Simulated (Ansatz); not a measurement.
Cubic anti-perovskite Sr₃BiN (cell taken from a computed entry)

The numbers are results of r²SCAN+SOC (Ansatz, a first-principles code, plane waves, PAW), not measurements.

Numerical settings: plane-wave cutoff 560 eV, 8×8×8 k mesh, Fermi–Dirac smearing 0.01 eV, PAW data made under PBE.

Cell (relaxed with PBEsol):

```cif
data_BiNSr3
_chemical_formula_sum 'Sr3 Bi1 N1'
_space_group_name_H-M_alt 'Pm-3m'
_space_group_IT_number 221
_space_group_name_Hall '-P 4 2 3'
_cell_length_a 5.17103
_cell_length_b 5.17103
_cell_length_c 5.17103
_cell_angle_alpha 90.000
_cell_angle_beta 90.000
_cell_angle_gamma 90.000
loop_
_atom_site_label
_atom_site_type_symbol
_atom_site_symmetry_multiplicity
_atom_site_Wyckoff_symbol
_atom_site_fract_x
_atom_site_fract_y
_atom_site_fract_z
_atom_site_occupancy
Sr1 Sr 3 c 0.00000 0.50000 0.50000 1
Bi1 Bi 1 a 0.00000 0.00000 0.00000 1
N1 N 1 b 0.50000 0.50000 0.50000 1
```

| Item | Result |
|---|---|
| band gap | 0.34 eV (direct) |

Note: cell and atoms aren't relaxed at this level (pressure 1.5 GPa).

Static lattice: no zero-point or thermal effects.
